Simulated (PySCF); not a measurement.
Zinc-blende AlAs was calculated with evGW@PBE (GTH pseudopotentials, Gaussian basis; PySCF).

The same calculation (at the measured cell, 22.677 Å³/atom) with different numerical settings; throughout: k mesh 2×2×2:

```json
[
 {"run": "1", "basis": "DZ", "gap over the k-points evaluated (eV)": "1.836"},
 {"run": "2", "basis": "TZ", "gap over the k-points evaluated (eV)": "1.818"},
 {"run": "3", "basis": "QZ", "gap over the k-points evaluated (eV)": "1.921"}
]
```

In the column gap over the k-points evaluated (eV) the first row differs from the last by -0.085 and the next to last by -0.103.

The last row is no converged limit: other settings stay fixed.

Spin–orbit coupling is not included.
